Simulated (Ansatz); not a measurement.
Reaction (SMILES): [OH] (OH) → OH+ (triplet, bonded as [OH]) + e-
B3LYP-D3(BJ)/def2-TZVP geometries, fixed; electronic energies without zero-point terms.

Core correlation in the adiabatic ionisation energy at CCSD(T) with Ansatz (an electronic-structure program), in eV: frozen core against all electrons. Core-valence sets carry the plain set on hydrogen. Open shells are unrestricted.

```tsv
basis	functions, most	frozen core	all electrons	core term (second minus first)
cc-pVDZ	19	12.213	12.218	0.005
cc-pCVDZ	23	12.219	12.225	0.006
cc-pVTZ	44	12.749	12.763	0.014
cc-pCVTZ	57	12.754	12.767	0.013
cc-pwCVTZ	57	12.757	12.771	0.014
cc-pVQZ	85	12.927	12.943	0.016
cc-pCVQZ	114	12.930	12.945	0.015
cc-pwCVQZ	114	12.932	12.947	0.015
```

The largest core-valence set, cc-pwCVQZ, gives a core term of 0.015 eV; the valence set cc-pVQZ, which lacks functions for the core, gives 0.016.
